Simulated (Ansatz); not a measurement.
# C2H3N (SMILES C1=CN1): single points off equilibrium

An exercise on one series of results from a longer session: the logs are not shown, and one member is left open.

Program: Ansatz 0.2.0, Gaussian basis. Level of theory: single points in def2-TZVPP. These are calculated values, not measurements.

Correlated methods freeze the cores.

1 further run of the same task is left out (it didn't finish).

### The starting structure

SMILES `C1=CN1`, 6 atoms, charge 0, spin multiplicity 1.

Atoms are counted from 1 here; the program's logs count them from 0.

Bond lengths: C1–C2 1.264 Å, C1–N3 1.459 Å, C1–H4 1.135 Å, C2–N3 1.521 Å, C2–H5 1.103 Å, N3–H6 1.048 Å. Angles: C2–C1–N3 67.5°, C2–C1–H4 154.1°, N3–C1–H4 134.4°, C1–C2–N3 62.4°, C1–C2–H5 161.9°, N3–C2–H5 132.5°, C1–N3–C2 50.2°, C1–N3–H6 108.0°, C2–N3–H6 94.3°.

Geometry (Å):

```xyz
6
C2H3N
C    -0.6759   -0.1717   -0.2423
C     0.4575    0.3110   -0.5265
N     0.0394    0.3072    0.9357
H    -1.7585   -0.4342   -0.4617
H     1.2777    0.8150   -1.0657
H     0.7330   -0.4276    1.2147
```

The first run:

Contents of run/in.yaml:

```yaml
crystal:
  periodic: [false, false, false]
  atoms:
    - {symbol: C, position_ang: [-0.675862, -0.171744, -0.242263]}
    - {symbol: C, position_ang: [0.457507, 0.311004, -0.526500]}
    - {symbol: N, position_ang: [0.039388, 0.307169, 0.935705]}
    - {symbol: H, position_ang: [-1.758493, -0.434182, -0.461721]}
    - {symbol: H, position_ang: [1.277666, 0.814996, -1.065684]}
    - {symbol: H, position_ang: [0.732957, -0.427564, 1.214657]}
basis:
  gaussian: {orbitals: def2-TZVPP}
hamiltonian: {xc: pbe, dispersion: d4}
output: {forces: true}
```

The run is started by

```
> ansatz run in.yaml --threads 2 --pin off --events-out ev --progress --plain --max-ram 3481MiB
```

Steps of the session up to this table: PBE-D4/def2-TZVPP; r2SCAN-D4/def2-TZVPP; PBE0-D4/def2-TZVPP; wB97M-V/def2-TZVPP; CCSD(T)/def2-TZVPP.

One table of the session follows, with a row left open; its other results are not shown here.

| method | RMS force component (eV/Å) | angle to CCSD(T) forces (°) | dipole (D) |
| --- | --- | --- | --- |
| PBE-D4 | 1.336 | 4.8 | 1.74 |
| r2SCAN-D4 | 1.293 | 10.0 | 1.79 |
| PBE0-D4 | 1.229 | 14.9 | 1.81 |
| wB97M-V | ? | ? | ? |
| CCSD(T) | 1.552 | reference | 1.84 |

**Question.** Estimate the row for wB97M-V.

The run gave: RMS force component (eV/Å): 1.277; angle to CCSD(T) forces (°): 14.1; dipole (D): 1.86. In the column «RMS force component (eV/Å)» it lies between PBE0-D4 (1.229) and r2SCAN-D4 (1.293).
